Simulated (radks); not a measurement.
# C³⁺ in 1s1.5 2s1 3d0.5: an all-electron calculation

One table from this session's results is given with a row withheld; the runs are named, their logs left out.

Program: radks (a radial shooting solver on a logarithmic mesh, Libxc functionals) version 1. Level of theory: scalar-relativistic Kohn-Sham, SOGGA, spin-polarised, spherical densities, finite nucleus; open shells are filled with parallel spins first. These are calculated values, not measurements, unless marked.

### What is computed

| Quantity | Value |
| --- | --- |
| element | carbon (Z = 6) |
| charge | +3 |
| electrons | 3 |
| configuration | 1s1.5 2s1 3d0.5 |
| nuclear rms radius | 2.4702 fm |

Set-up of the first run:

Settings of this run:

```text
Z 6
configuration 1s1.5 2s1 3d0.5 2p0 3s0
relativity scalar-relativistic
functional sogga,pbe
spin polarised
nucleus finite rms 2.4702 fm
c 137.035999084
```

On the command line:

```console
> python run_ks.py task.json out
```

This one command runs every case of the session in turn.

One table of the session follows, with a row left open; its other results are not shown here.

It belongs to the step «Radial structure». Radial moments (bohr):

```
  level     <r>  outermost maximum (interpolated)  90 % within  nodes
  1s up  0.2610                             0.170        0.466      0
1s down  0.2640                             0.172        0.472      0
  2s up   1.194                              1.01         1.83      1
  2p up   1.083                             0.863         1.75      0
  3s up       ?                                 ?            ?      ?
  3d up   2.582                              2.17         3.95      0
```

Estimate the missing values for 3s up.

As computed: <r>: 2.985; outermost maximum (interpolated): 2.80; 90 % within: 4.33; nodes: 2. In the column «<r>» it is the highest.
